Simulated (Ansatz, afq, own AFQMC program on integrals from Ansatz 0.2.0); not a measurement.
# BGeH, triplet in cc-pVDZ, levels against CCSDT(Q)

```xyz
3

Ge    0.0000    0.0000    2.8075
B     0.0000    0.0000   -0.8095
H     0.0000    0.0000   -1.9980
```

Connectivity, by distances: Ge ··· BH.

Basis cc-pVDZ. Only valence electrons are correlated. Ansatz 0.2.0 and our own AFQMC program on the same integrals; the CISD trial comes from CCSD amplitudes, and released means the phaseless constraint is let go. Error bars are statistical, one sigma. No spin–orbit coupling.

Determinant: UHF, the one that the program's search chose, which needn't be the lowest solution. The geometry is a point of a scan.

No full CI on the walks' own integrals is used here; CCSDT(Q) serves as the reference and is uncertain by about the last step of the cluster series.

Cautions: no relativity below Rb; no spin-orbit coupling; inner d shell frozen; lower spins were not checked; an unrestricted solution with more broken spin lies lower (111 meV, ⟨S²⟩ 2.40).

The T1 diagnostic is 0.0134 and the weight of the determinant in the CISD state is 0.874. The ⟨S²⟩ of the determinant is 2.011 and the size of the correlated space is 8 electrons in 31 orbitals.

Reference: CCSDT(Q), correlation energy -3.992 eV. The released energy is read at 2.40 1/Eh (meV from the phaseless value at times in 1/Eh: -16 ± 11 at 0.24, -17 ± 10 at 0.51, -21 ± 12 at 0.99, -34 ± 11 at 1.62, -39 ± 14 at 2.40).

| level | E − E(reference) (mEh) | share of correlation (%) |
| --- | --- | --- |
| HF | 146.69 | 0.00 |
| MP2 | 45.05 | 69.29 |
| CCSD | 3.49 | 97.62 |
| CCSD(T) | 1.04 | 99.29 |
| CCSDT | 0.14 | 99.91 |
| ph-AFQMC/CISD | 1.02 ± 0.32 | 99.30 |
| released AFQMC | -0.41 ± 0.52 | 100.28 |

A walk keeps the symmetry of its determinant, which the program's search chose and which needn't be the lowest solution, so a lower state of the same spin and another symmetry isn't excluded. Released energies are given only where the last usable release times agree within the noise; a slower fall can still hide under it.
